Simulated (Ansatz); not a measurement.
# C₂F+ (quintet): wave-function methods side by side, cc-pVDZ

An exercise on one series of results from a longer session: the logs are not shown, and one member is left open.

The runs use Ansatz 0.2.0, Gaussian basis; cc-pVDZ, core rule «outside noble gas», up to 3 orbitals frozen.

Plan: UHF; CCSD(T) on ROHF; CCSD(T) on UHF; BCCD(T) on ROHF; CISD; CCSDT(Q) on ROHF; CCSDT(Q) on UHF.

27 further runs of the same task are left out: 6 for a known fault of the program, 11 that didn't finish, 10 set aside as unsound or not needed.

## What is computed

The geometry is a PBE0/def2-TZVP stationary point (not a proven minimum) of the parent state, kept for this charge and spin.

3 atoms, charge 1, spin multiplicity 5.

Atoms are counted from 1 here; the program's logs count them from 0.

Bond lengths: C1–C2 1.444 Å, C2–F3 1.292 Å. Angles: C1–C2–F3 117.8°.

The first run:

File in.yaml:

```yaml
crystal:
  periodic: [false, false, false]
  atoms:
    - {symbol: C, position_ang: [0.000000, -0.230648, 1.382426]}
    - {symbol: C, position_ang: [0.000000, 0.503978, 0.138719]}
    - {symbol: F, position_ang: [0.000000, -0.172798, -0.961661]}
basis:
  gaussian: {orbitals: cc-pVDZ}
total_charge: 1
magnetization: {spin_polarized: true, initial_magnetization: 4}
hamiltonian: {xc: hf}
output: {orbitals: {seedname: orbitals}}
```

Run with:

```bash
$ ansatz run in.yaml --threads 1 --pin off --events-out ev --progress --plain --max-ram 2393MiB
```

Steps of the session up to this table: UHF; CCSD(T) on ROHF; CCSD(T) on UHF; BCCD(T) on ROHF; CISD; CCSDT(Q) on ROHF; CCSDT(Q) on UHF.

One of the session's tables, all rows but one given; the rest of the session is left out.

| method | from UCCSDT(Q) (kcal/mol) |
| --- | --- |
| ROHF | +224.17 |
| UHF | +222.24 |
| RMP2 | +22.05 |
| UMP2 | +21.92 |
| CISD | +23.23 |
| RCCSD | +8.21 |
| UCCSD | +8.18 |
| RCCSD(T) | +1.47 |
| UCCSD(T) | +1.46 |
| BCCD(T) | +1.32 |
| RCCSDT | +0.56 |
| UCCSDT | ? |
| RCCSDT(Q) | +0.27 |
| UCCSDT(Q) | 0 |

**Question.** Estimate the row for UCCSDT.

The run gave: from UCCSDT(Q) (kcal/mol): +0.55. In the column «from UCCSDT(Q) (kcal/mol)» it lies between RCCSDT(Q) (+0.27) and RCCSDT (+0.56).

Limits of these values: Restricted and unrestricted rows rest on different reference determinants; where their highest levels disagree by more than a few hundredths of an eV, they describe different states and don't form one ladder.
